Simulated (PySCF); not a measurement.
# Spin states of Si₂⁻

Unrestricted PBE0; basis Si aug-cc-pVDZ-DK; spin-free X2C with a Gaussian nucleus; PySCF 2.14. Outer shells of the fragments: Si 3s2 3p2; Si− 3s2 3p3.

Followed along the bond (rough minima from three points):

| 2Ms+1 | unpaired | ⟨S²⟩ at the start | R at minimum (Å) | Te (eV) |
| --- | --- | --- | --- | --- |
| 2 | π ↑ | 0.75 | 2.20 | 0.00 |
| 2 | σ ↑ | 0.76 | 2.12 | 0.10 |

Solutions found at the starting distance of 2.330 Å, counted from the lowest of them; the search is not exhaustive and high or unbound solutions are not listed, so other states can lie among these:

```
2Ms+1  unpaired  term  E (eV)  ⟨S²⟩  ⟨Lz²⟩
    2       π ↑    ²Π    0.00  0.75   1.01
    2       σ ↑   ²Σ⁺    0.29  0.76   0.00
```

A term symbol is given only where ⟨S²⟩ and ⟨Lz²⟩ are close to those of a pure state; real π, δ and φ orbitals otherwise mix terms, and g/u labels are left off.

Problem. Compare the gap between the two lowest followed solutions at the starting distance with the gap between their minima.

Solution. At PBE0 the second solution (doublet, unpaired electrons σ ↑) lies +0.29 eV from the first (doublet, unpaired electrons π ↑) at 2.330 Å and +0.10 eV at the minima; the two curves relax by different amounts, since their minima lie near 2.12 and 2.20 Å.
